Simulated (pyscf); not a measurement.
Routes from H₃Ge–SnH₃ (SMILES [GeH3][SnH3]) + HCl (SMILES Cl)

Candidate steps break at most two bonds and form at most two. Each was searched with GFN2-xTB (tblite) first. PySCF, gas phase, ωB97X-D3(BJ)/def2-SVP geometries. Energies: ωB97M-D3(BJ)/def2-TZVP, kJ/mol, from the separated reactants, singlet surface; ΔG‡ with ideal gas, 1 atm, RRHO with modes under 100 cm⁻¹ raised to 100, one conformer, R ln 2 for chiral ones without a mode under 150 cm⁻¹.

```
products                           type    ΔE‡     ΔE  ΔG‡ 298 K  ΔG‡ 900 K  ν‡ (cm⁻¹)
-----------------  --------------------  -----  -----  ---------  ---------  ---------
Cl–SnH₂–GeH₃ + H₂  four-centre exchange  126.5  -69.5      162.0      240.3      1154i
Cl–GeH₂–SnH₃ + H₂  four-centre exchange  153.7  -47.9      194.0      276.9       752i
```

Plain bond fissions and candidates not yet searched are not listed, and one of them may be faster. Each barrier is that of the saddle found; lower ones may exist. Elements up to Kr have no core potential and no relativistic terms here. Elements past Kr carry the def2 core potentials, without spin-orbit coupling.
